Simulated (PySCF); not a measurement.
Compound: C2H3Cl3O.
Bonds: O1–C2, C2–C3, C3–Cl4, C3–Cl5, C3–Cl6. Hydrogens: H7 on O1; H8, H9 on C2.

Theory: PBE0-D3(BJ)/def2-TZVP geometry optimisation, gas phase (PySCF 2.14.0).

(1) What internal coordinates does the optimisation give?

Answers

(1) 
| bond | length (Å) | order |
| --- | --- | --- |
| O1–C2 | 1.388 | single |
| C2–C3 | 1.530 | single |
| C3–Cl4 | 1.781 | single |
| C3–Cl5, C3–Cl6 | 1.765 | single |
| O1–H7 | 0.963 | single |
| C2–H8, C2–H9 | 1.094 | single |

Bonds in one row agree within 0.01 Å and their mean is given. Orders are formal, as drawn. A selection of angles:
| angle | degrees |
| --- | --- |
| C2–O1–H7 | 108.5 |
| O1–C2–C3 | 113.2 |
| O1–C2–H8 | 107.7 |
| O1–C2–H9 | 113.1 |
| C3–C2–H8 | 107.3 |
| H8–C2–H9 | 108.8 |
| C2–C3–Cl4 | 108.9 |
| C2–C3–Cl5 | 108.2 |
| C2–C3–Cl6 | 111.0 |
| Cl4–C3–Cl5 | 109.4 |

Dihedral angles: O1–C2–C3–Cl4 61° (synclinal); H7–O1–C2–C3 -63° (synclinal). The mirror-image conformer, all signs reversed, is as good.

Of the pairs four or more bonds apart, Cl4···H7 is among the closest relative to their van der Waals radii: 2.63 Å, 89 % of the sum of Bondi's values.

Not checked by PBE0-D3(BJ)/def2-TZVP frequencies. The numbers are those of one conformer (H–O1–C2–C3 -63°).
